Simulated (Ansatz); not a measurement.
**LiO (doublet): from Hartree-Fock to the top rungs, def2-QZVPP**

One table from this session's results is given with a row withheld; the runs are named, their logs left out.

The runs use Ansatz 0.2.0, Gaussian basis; def2-QZVPP, core rule «outside noble gas», up to 2 orbitals frozen.

The runs, in order: UHF; ROHF; CCSD(T) on UHF.

2 further runs of the same task are left out: 2 set aside as unsound or not needed.

## What is computed

The geometry is a PBE0/def2-TZVP stationary point (not a proven minimum).

2 atoms, charge 0, spin multiplicity 2.

Atoms are counted from 1 here; the program's logs count them from 0.

Bond lengths: O1–Li2 1.681 Å.

The first run:

in.yaml reads:

```yaml
crystal:
  periodic: [false, false, false]
  atoms:
    - {symbol: O, position_ang: [0.000000, 0.000000, 0.000000]}
    - {symbol: Li, position_ang: [0.000000, 0.000000, 1.681000]}
basis:
  gaussian: {orbitals: "def2-QZVPP.json"}
magnetization: {spin_polarized: true, initial_magnetization: 1}
hamiltonian: {xc: hf}
output: {orbitals: {seedname: orbitals}}
```

The run is started by

```console
ansatz run in.yaml --threads 1 --pin off --events-out ev --progress --plain --max-ram 2393MiB
```

Steps of the session up to this table: UHF; ROHF; CCSD(T) on UHF.

One of the session's tables, all rows but one given; the rest of the session is left out.

```
  method  from UCCSD(T) (meV)
    ROHF                    ?
     UHF              +6518.8
    UMP2               +436.9
   UCCSD               +206.7
UCCSD(T)                    0
```

Q: Estimate the row for ROHF from the others.

**Answer.** from UCCSD(T) (meV): +6644.8. In the column «from UCCSD(T) (meV)» it is the highest.
